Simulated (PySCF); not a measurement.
**Computed data sheet: piperazine, `C1CNCCN1`**

Species: piperazine, C₄H₁₀N₂.
Geometry (PBE0-D3(BJ)/def2-TZVP, Å), atoms numbered from 1 in this order:
```xyz
16
C4H10N2 angstrom
C     -1.2381    0.5474    0.4454
C     -1.1650   -0.5715   -0.5870
N      0.0403   -1.3774   -0.4745
C      1.2347   -0.5478   -0.4450
C      1.1617    0.5706    0.5878
N     -0.0434    1.3764    0.4756
H     -1.3647    0.1086    1.4440
H     -2.1081    1.1866    0.2662
H     -1.1788   -0.1320   -1.5933
H     -2.0381   -1.2274   -0.5149
H     -0.0043   -1.9340    0.3722
H      2.1055   -1.1866   -0.2673
H      1.3595   -0.1084   -1.4434
H      1.1750    0.1306    1.5939
H      2.0348    1.2265    0.5162
H      0.0007    1.9347   -0.3699
```

Structural features include: amine.

From PBE0-D3(BJ)/def2-TZVP geometry optimisation, gas phase (PySCF):

```yaml
Point_group: C2h
Rotational_constants_A_B_C: 4.753, 4.551, 2.643 GHz
```

PBE0/pcSseg-2 ground state and GIAO shieldings, non-relativistic (PySCF):

```yaml
Dipole_moment: 0.00 D
HOMO_energy: -5.70 eV
LUMO_energy: 0.63 eV
HOMO–LUMO_gap: 6.33 eV
Lowest_Hirshfeld_atomic_charge: -0.18 e on N3/N6
Highest_Hirshfeld_atomic_charge: +0.11 e on H11/H16
13C_chemical_shifts_computed_TMS_as_zero_by_class: 53.7 (C1/C2/C4/C5) ppm
1H_chemical_shifts_computed_TMS_as_zero_by_class: 2.66 (H7/H8/H9/H10/H12/H13/H14/H15), 0.47 (H11/H16) ppm
Isotropic_shieldings_of_nuclei_other_than_C_and_H_by_class: 211 (N3/N6) ppm
Mayer_bond_orders_between_heavy_atoms: C1–C2 0.98, C2–N3 0.98, N3–C4 0.98, C4–C5 0.98, C5–N6 0.98, N6–C1 0.98
```

Monoisotopic mass (most abundant isotopes): 86.0844 u.

The rotational constants make it an asymmetric top with κ = (2B − A − C)/(A − C) = 0.81, nearer the oblate limit (+1). With B = h/(8π²I), that is 505.379 GHz u Å² over I, the principal moments of inertia are 106.3, 111.0 and 191.2 u Å² (most abundant isotopes); the inertial defect Ic − Ia − Ib is -26.1 u Å² (zero for a rigid planar frame, negative otherwise). Point group C2h forbids a permanent dipole, so the rigid molecule has no electric-dipole pure rotational spectrum.

The structure is a single PBE0-D3(BJ)/def2-TZVP conformer in the gas phase; no vibrational or solvent corrections. NMR classes are plain means over equivalent atoms (diastereotopic ones count apart unless rotation or inversion swaps them), as if these changed places fast; in this geometry the members of some classes differ.

For the geometry optimisation (PBE0-D3(BJ)/def2-TZVP), time: 2.4 min wall; peak memory 1.2 GiB. Hardware: one thread, Intel Xeon 6975P-C (x86_64), shared host.
